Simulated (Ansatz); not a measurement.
# CH4AlCl: the cost of one run

Program: Ansatz 0.2.0. Level of theory: RKS SPW92 (LDA)/def2-SVP. These are calculated values, not measurements.

## (1) Reference run: CH₄AlCl, relaxed

Input file input.yaml:

```yaml
crystal:
  periodic: [false, false, false]
  atoms:
    - { symbol: Al, position_ang: [-0.70361, -0.626209, -0.597796] }
    - { symbol: Cl, position_ang: [1.623571, -1.782327, -0.789859] }
    - { symbol: H, position_ang: [0.066603, -2.23903, -1.486205] }
    - { symbol: C, position_ang: [-0.322985, 0.938796, 0.549092] }
    - { symbol: H, position_ang: [-1.21014, 1.577245, 0.736703] }
    - { symbol: H, position_ang: [0.077607, 0.580224, 1.522356] }
    - { symbol: H, position_ang: [0.468953, 1.551401, 0.065809] }
basis:
  gaussian: { orbitals: def2-SVP }
hamiltonian:
  xc: lda
output:
  forces: true
relax:
  f_tol: 0.02
  max_steps: 120
  constraints: [{ distance: [1, 2] }, { distance: [0, 1] }, { distance: [0, 2] }]
  escape_saddle: false
```

Started as:

```sh
> ansatz run input.yaml --threads 1 --pin off --max-ram 2560MiB --backend cpu --events-out ev --progress --plain --runs-dir out
```

Q: Estimate wall time and peak memory on 1 thread of Arm Neoverse V2, shared host.

About 3.8 s, with a peak of 0.13 GiB.
